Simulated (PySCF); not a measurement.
# How the numerical set-up moves the result for SH

The method stays; parts of the set-up, such as the basis or the Hamiltonian, are changed.

Method: each script names its method and basis; program: PySCF 2.14.0.

2 further runs of the same task are left out: 2 that didn't finish.

**1. The starting structure**

SH: 2 atoms, charge 0, spin multiplicity 2.

Bond lengths: H1–S2 1.305 Å.

**2. The run that the others are compared with**

File input.py:

```python
from pyscf import gto, scf, mcscf, mrpt

mol = gto.M(
    atom='H 0 0 0; S 0 0 1.305',
    basis='def2-tzvpp',
    charge=0,
    spin=1,
    verbose=3,
)
mf = scf.ROHF(mol)
mf.kernel()
mc = mcscf.CASSCF(mf, 8, 7)
mc.kernel()
mc.analyze()
mrpt.NEVPT(mc).kernel()
mf.dip_moment()
print('orbital energies (hartree):', mf.mo_energy[..., max(0, mol.nelec[1]-3):mol.nelec[0]+3].round(4))
```

Started as:

```bash
$ python input.py
```

**3. X2c-svpall (X2C on)**

Run 1 changes basis set: def2-tzvpp → x2c-svpall; spin-free X2C: off → on.

input.py, as its differences from that of step 2:

```diff
@@ -4,3 +4,3 @@
     atom='H 0 0 0; S 0 0 1.305',
-    basis='def2-tzvpp',
+    basis='x2c-svpall',
     charge=0,
@@ -10,2 +10,3 @@
 mf = scf.ROHF(mol)
+mf = mf.sfx2c1e()
 mf.kernel()
```

**4. X2c-tzvpall (X2C on)**

Run 2 changes basis set: def2-tzvpp → x2c-tzvpall; spin-free X2C: off → on.

input.py, as its differences from that of step 2:

```diff
@@ -4,3 +4,3 @@
     atom='H 0 0 0; S 0 0 1.305',
-    basis='def2-tzvpp',
+    basis='x2c-tzvpall',
     charge=0,
@@ -10,2 +10,3 @@
 mf = scf.ROHF(mol)
+mf = mf.sfx2c1e()
 mf.kernel()
```

**Question.** What will these runs give? Wanted: for each run, E(SCF); from base; SCF dipole; after the SCF.

**Answer**, as computed:

```
                 run  E(SCF) (hartree)  from base (eV)  SCF dipole (D)  functions                                                                 after the SCF
                base       -398.092823               0            0.91         56  NEVPT2 correlation -8.757 eV (from the SCF energy, the CASSCF gain included)
 x2c-svpall (X2C on)       -399.023705  not comparable            1.06         23  NEVPT2 correlation -3.511 eV (from the SCF energy, the CASSCF gain included)
x2c-tzvpall (X2C on)       -399.174606  not comparable            0.92         43  NEVPT2 correlation -7.120 eV (from the SCF energy, the CASSCF gain included)
```

Total energies from different bases, Hamiltonians or methods carry different errors, so properties are taken as differences within one set-up.
